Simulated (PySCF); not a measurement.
The vertical singlet excitations below were computed for one of the candidates. Method: TDDFT wB97X-D/def2-SVPD, vertical, gas phase, core orbitals frozen in the response in PySCF. Geometries: GFN2-xTB, one conformer each.

| state | E (eV) | f |
| --- | --- | --- |
| S1 | 4.75 | 0.0009 |
| S2 | 5.89 | 0.011 |
| S3 | 6.39 | 0.475 |
| S4 | 6.81 | 0.022 |
| S5 | 7.46 | 0.0036 |
| S6 | 7.61 | 0.034 |
| S7 | 7.71 | 0.032 |
| S8 | 7.98 | 0.025 |

Triplets computed (Tamm–Dancoff): 3.77, 4.10, 5.43 eV.

Orbital energies (eV): HOMO-3 -11.58, HOMO-2 -9.47, HOMO-1 -9.36, HOMO -9.31, LUMO 0.68, LUMO+1 2.26, LUMO+2 2.74.

Question: Which candidate is it? All have the formula C4H8N2.
A. `CN1CCC=N1`
B. `[H]/N=C(/C=C)CN`
C. `C(=N\C)/C(=N\[H])C`

Answer: B. Its S1 lies at 4.75 eV; the nearest of the others has S1 at 4.23 eV. S1 is HOMO→LUMO (88%). Löwdin shares by element: HOMO nitrogen 59% or more, carbon 19% or more, hydrogen 7% or more (atoms not listed hold the other 15%); LUMO carbon 60% or more, nitrogen 24% or more (atoms not listed hold the other 17%). At the same level the other candidates give, for their lowest levels:
- `[H]/N=C(C)\C=N\C`: 4.23 eV (f 0.000); 4.90 eV (f 0.004); 6.65 eV (f 0.546); 7.50 eV (f 0.089); 7.56 eV (f 0.001); T1 3.56 eV; HOMO -9.26, LUMO 0.25 eV
- `CN1CCC=N1`: 5.38 eV (f 0.157); 5.85 eV (f 0.027); 6.41 eV (f 0.008); 6.65 eV (f 0.003); 7.07 eV (f 0.007); T1 3.61 eV; HOMO -7.55, LUMO 2.16 eV

The values belong to the conformer `[H]/[N:4]=[C:3](/[CH:2]=[CH2:1])[CH2:5][NH2:6]`: C1–C2–C3–N4 -173°, C2–C3–C5–N6 171°, H–N6–C5–C3 -69°, H–N6–C5–C3 171°.
